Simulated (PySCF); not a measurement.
Gas-phase reaction: 3 BH + BHF₂ + 4 O = 2 BF(OH)₂ + 2 B

Method: PySCF energies plus ideal-gas RRHO corrections (1 bar). † marks an energy on the PBE0/def2-TZVP geometry and frequencies; other levels use their own. MP2 and CCSD(T) freeze the core. 6-31G* has spherical d functions here. Open shells (unrestricted): O (multiplicity 3), B (multiplicity 2); the rest are closed-shell singlets. Spin-orbit splitting is ignored; it lowers the true energy and changes the entropy of O, B. B3LYP is the form with VWN-RPA correlation. BF(OH)₂: computed as isolated molecules; such fragments, hydroxides, amides, oligomers or adducts are transient or little studied in the gas. MP2 isn't extrapolated to the basis-set limit. CCSD(T) isn't extrapolated to the basis-set limit.

LDA/def2-TZVP† gives ΔH°(298 K) = -3102 kJ.

Q: What do MP2/def2-TZVPP†, CCSD(T)/def2-TZVPP†, B3LYP/6-31G* give?

A: MP2/def2-TZVPP†: -2648 kJ; CCSD(T)/def2-TZVPP†: -2458 kJ; B3LYP/6-31G*: -2445 kJ. For scale, ΔH°(298 K) is -3102 kJ at this level, -2534 kJ at ωB97M-V/def2-TZVP†, and runs from -3480 to -1660 kJ over the 20 levels computed.
